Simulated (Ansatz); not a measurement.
Relaxation of BFH$_{2}$ (4 atoms, charge 0, multiplicity 1), to a largest force component of 0.03 eV/Å in at most 50 steps.

Theory: RKS PBE0-D4/6-31G* (Ansatz).

```xyz
4
Properties=species:S:1:pos:R:3
B -0.282 0.037 -0.705
H 1.216 0.024 1.179
H 1.684 -0.034 0.660
F -1.518 -0.027 -0.499
```

Task: Where does it end, and by what steps?

Result: The forces met the threshold. The force dipped under the threshold on the way, but the program's further checks kept it going. After 32 steps the energy has fallen by 0.347 eV; H2 moved furthest, 0.93 Å.

```tsv
step	energy less start (eV)	largest force component (eV/Å)	accepted
0	0.0000	1.635	yes
2	-0.2769	1.284	yes
4	-0.3166	0.593	yes
6	-0.3242	0.088	yes
8	-0.3272	0.204	yes
10	-0.3356	0.046	yes
12	-0.3360	0.086	yes
14	-0.3366	0.145	yes
16	-0.3347	0.561	no
18	-0.3402	0.025	yes
20	-0.3417	0.139	yes
22	-0.3440	0.039	yes
24	-0.3208	1.512	no
26	-0.3423	0.671	no
28	-0.3468	0.105	yes
30	-0.3472	0.050	yes
32	-0.3472	0.018	yes
```

```xyz
4
Properties=species:S:1:pos:R:3
B -0.652 0.010 -0.907
H 2.080 -0.009 1.531
H 1.594 -0.003 0.966
F -1.922 0.002 -0.955
```

Whether the end is a true minimum wasn't checked by a vibrational analysis.

Run time: 18 s on 1 thread of Arm Neoverse V1, on a shared host, peak memory 0.094 GiB.
